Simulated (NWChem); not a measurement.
# UB3LYP/pcseg-2 run of Si2H5 (SMILES [SiH2][SiH3])

Aim: the vertical ionisation energy of Si2H5 at UB3LYP/pcseg-2, from 2 runs. 

The calculation is run with NWChem 7.3.0.

## Step 1: The molecule

Si2H5 has 7 atoms, charge 0, and is taken as a doublet. As SMILES, `[SiH2][SiH3]`. Geometry: relaxed at PBE0-D4/def2-TZVP.

Bond lengths: Si1–Si2 2.324 Å, Si1–H3 1.489 Å, Si1–H4 1.488 Å, Si2–H5 1.487 Å, Si2–H6 1.490 Å, Si2–H7 1.487 Å. Angles: Si1–Si2–H5 109.0°, Si1–Si2–H6 112.7°, Si1–Si2–H7 109.0°, Si2–Si1–H3 114.5°, Si2–Si1–H4 114.5°, H5–Si2–H6 108.5°, H5–Si2–H7 109.1°, H6–Si2–H7 108.5°, H3–Si1–H4 109.9°.

## Step 2: A single-point energy at UB3LYP/pcseg-2

File mol.nw:

```
start mol
memory 2200 mb

geometry noautosym nocenter noautoz
   Si      -0.209600      -1.361200      -0.191100
   Si       0.357900       0.889200      -0.062000
   H       -0.002600      -2.123900       1.070300
   H       -1.573600      -1.624600      -0.725600
   H        0.210000       1.502800      -1.408000
   H       -0.495800       1.643100       0.898600
   H        1.774900       1.006800       0.372200
end

basis "ao basis" spherical bse
   Si library pcseg-2
   H library pcseg-2
end

dft
   xc b3lyp
   mult 2
   grid fine
   convergence energy 1e-08
   iterations 100
   mulliken
   print low
end

task dft
```

On the command line:

```console
$ nwchem mol.nw > mol.out
```

Output:

```text
[...]
 d= 0,ls=0.0,diis     1   -581.9799953429 -6.65D+02  1.73D-03  1.23D-01     4.8
[...]
 d= 0,ls=0.0,diis     8   -582.0084527499 -9.19D-09  8.38D-07  1.29D-08    34.4
[...]
         Total DFT energy =     -582.008452749860
      One electron energy =     -970.305191623496
           Coulomb energy =      349.213581027025
    Exchange-Corr. energy =      -43.714232173387
 Nuclear repulsion energy =       82.797390019998
[...]
      Total Density - Mulliken Population Analysis
     ---------------------------------------------
    Atom       Charge   Shell Charges
 -----------   ------   -------------------------------------------------------
    1 Si  14    13.81   2.01  0.46  1.52  0.86  0.56  5.90  0.60  1.50  0.32  0.00  0.08  0.00
    2 Si  14    13.61   2.01  0.45  1.52  0.82  0.47  5.90  0.64  1.48  0.17  0.01  0.12  0.01
    3 H    1     1.11   0.40  0.55  0.14  0.00  0.02  0.00
    4 H    1     1.11   0.40  0.55  0.14  0.00  0.02  0.00
    5 H    1     1.12   0.41  0.56  0.14  0.00  0.02  0.00
    6 H    1     1.12   0.40  0.55  0.14  0.00  0.02  0.00
    7 H    1     1.12   0.41  0.56  0.14  0.00  0.02  0.00
[...]
      <S2> =      0.7527 (Exact =     0.7500)
[...]
```

Run time: 35 s. Hardware: 1 thread of Intel Xeon Platinum 8488C (Sapphire Rapids), shared host; peak memory 0.12 GiB.

## Step 3: The singlet cation, same level

File calc.nw:

```
start calc
title "H5Si2"
memory stack 880 mb heap 220 mb global 1100 mb
charge 1

geometry noautosym nocenter noautoz
   Si   -0.209600   -1.361200   -0.191100
   Si    0.357900    0.889200   -0.062000
   H    -0.002600   -2.123900    1.070300
   H    -1.573600   -1.624600   -0.725600
   H     0.210000    1.502800   -1.408000
   H    -0.495800    1.643100    0.898600
   H     1.774900    1.006800    0.372200
end

basis spherical bse
   Si library pcseg-2
   H library pcseg-2
end

dft
   xc b3lyp
   mult 1
   grid fine
   convergence energy 1e-08
   maxiter 100
   mulliken
   print low
end

task dft energy
```

On the command line:

```console
$ nwchem calc.nw > calc.out
```

Output:

```text
[...]
 d= 0,ls=0.0,diis     1   -581.6100374888 -6.64D+02  7.48D-03  2.24D+00     3.6
[...]
 d= 0,ls=0.0,diis     8   -581.7024596715 -4.10D-09  1.37D-06  3.52D-08    24.3
         Total DFT energy =     -581.702459671517
      One electron energy =     -962.479469916602
           Coulomb energy =      341.421307399292
    Exchange-Corr. energy =      -43.441687174207
 Nuclear repulsion energy =       82.797390019998
[...]
      Total Density - Mulliken Population Analysis
     ---------------------------------------------
    Atom       Charge   Shell Charges
 -----------   ------   -------------------------------------------------------
    1 Si  14    13.36   2.01  0.46  1.52  0.98  0.51  5.90  0.55  1.25  0.10  0.00  0.08  0.00
    2 Si  14    13.59   2.01  0.45  1.52  0.84  0.48  5.90  0.63  1.52  0.11  0.01  0.11  0.01
    3 H    1     0.99   0.39  0.52  0.06  0.00  0.02  0.00
    4 H    1     0.99   0.39  0.52  0.06  0.00  0.02  0.00
    5 H    1     1.03   0.40  0.52  0.09  0.00  0.02  0.00
    6 H    1     1.00   0.39  0.51  0.08  0.00  0.02  0.00
    7 H    1     1.03   0.40  0.52  0.09  0.00  0.02  0.00
[...]
```

Wall time 25 s (1 thread of Intel Xeon Platinum 8488C (Sapphire Rapids), shared host); peak memory 0.12 GiB.

## Step 4: Results

At UB3LYP/pcseg-2:

| quantity | value |
| --- | --- |
| doublet Si2H5: total energy | -582.00845 Eh |
| doublet Si2H5: ⟨S²⟩ | 0.753 |
| singlet cation: total energy | -581.70246 Eh |
| vertical ionisation energy (to the singlet cation) | 8.326 eV |

**Reading.** Removing an electron at fixed nuclei costs 8.33 eV (803 kJ/mol). Only the singlet of the ionised species was computed; a triplet could lie lower. Mulliken charges (doublet Si2H5) run from -0.12 on H5 to +0.39 on Si2. Mulliken charges (singlet cation) run from -0.03 on H5 to +0.64 on Si1; they depend strongly on the basis.
